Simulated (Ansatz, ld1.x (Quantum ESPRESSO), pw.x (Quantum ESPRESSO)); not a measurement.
# What a changed setting does to a pw.x run (bcc Mg)

Potential: norm-conserving RRKJ (Kleinman–Bylander form), ld1.x (Quantum ESPRESSO) 7.5, PBEsol; core [Ne], reference 3s2 3p0; waves: 3s (bound): rc 2.20 bohr; 3p (bound, empty): rc 3.95 bohr; 3d channel at 0.1 Ry: rc 3.15 bohr; local part: all-electron potential smoothed inside 1.85 bohr (lloc = -1); core correction: a·sin(br)/r model core inside 1.95 bohr; rho0 0.001.

The reference run (k-mesh 13³, cutoffs 50/200 Ry, Fermi–Dirac 0.01 Ry, mixing_beta 0.4, conv_thr 1e-9, no spin) gives -0.29 GPa at 22.446 Å³/atom, where all-electron LAPW gives 0.16 GPa. This run, with its own iteration cap, changes smearing to mv.

```
&control
  calculation='scf', prefix='x', pseudo_dir='./', outdir='./tmp', tstress=.true., disk_io='none'
/
&system
  ibrav=0, nat=1, ntyp=1, ecutwfc=50, ecutrho=200, nbnd=8,
  occupations='smearing', smearing='mv', degauss=0.01
/
&electrons
  conv_thr=1e-09, mixing_beta=0.4, electron_maxstep=60
/
ATOMIC_SPECIES
Mg 1.0 Mg.UPF
CELL_PARAMETERS angstrom
  -1.77702276 1.77702276 1.77702276
  1.77702276 -1.77702276 1.77702276
  1.77702276 1.77702276 -1.77702276
ATOMIC_POSITIONS crystal
Mg 0.0000 0.0000 0.0000
K_POINTS automatic
13 13 13 0 0 0
```

```bash
pw.x < Mg.scf.in > Mg.scf.out
```

**Question.** How does the run end?

**Answer.** It converges in 5 iterations; the free energy moves by +16.7 meV/atom and the pressure by -0.01 GPa. This scheme is built to cancel the term in the square of the width that Fermi–Dirac smearing leaves in the F of a metal.

```
Message from routine setup:
     using ibrav=0 with symmetry is DISCOURAGED, use correct ibrav instead
     lattice parameter (alat)  =       5.8164  a.u.
     unit-cell volume          =     151.4731 (a.u.)^3
     number of electrons       =         2.00
     number of Kohn-Sham states=            8
     kinetic-energy cutoff     =      50.0000  Ry
     charge density cutoff     =     200.0000  Ry
     scf convergence threshold =      1.0E-09
     Exchange-correlation= PBESOL
     number of k points=    84  Marzari-Vanderbilt smearing, width (Ry)=  0.0100
     iteration #  1     ecut=    50.00 Ry     beta= 0.40
     total energy              =      -1.96833043 Ry
     estimated scf accuracy    <       0.00416846 Ry
     iteration #  2     ecut=    50.00 Ry     beta= 0.40
     total energy              =      -1.96796373 Ry
     estimated scf accuracy    <       0.00143288 Ry
     iteration #  3     ecut=    50.00 Ry     beta= 0.40
     total energy              =      -1.96797719 Ry
     estimated scf accuracy    <       0.00000008 Ry
     iteration #  4     ecut=    50.00 Ry     beta= 0.40
     total energy              =      -1.96797731 Ry
     estimated scf accuracy    <       0.00000006 Ry
     iteration #  5     ecut=    50.00 Ry     beta= 0.40
     the Fermi energy is     3.7638 ev
!    total energy              =      -1.96797731 Ry
     estimated scf accuracy    <          4.8E-11 Ry
     smearing contrib. (-TS)   =      -0.00007306 Ry
     The total energy is F=E-TS. E is the sum of the following terms:
     one-electron contribution =       1.29576310 Ry
     hartree contribution      =       0.00484794 Ry
     xc contribution           =      -1.10107044 Ry
     ewald contribution        =      -2.16744486 Ry
     convergence has been achieved in   5 iterations
          total   stress  (Ry/bohr**3)                   (kbar)     P=       -2.94
     Message from routine punch:
     Nothing written, as per user request (disk_io='none')
```

The run took about 5 s on one core of a shared host (Neoverse-V2, 96 threads, 742 GiB, load 17).
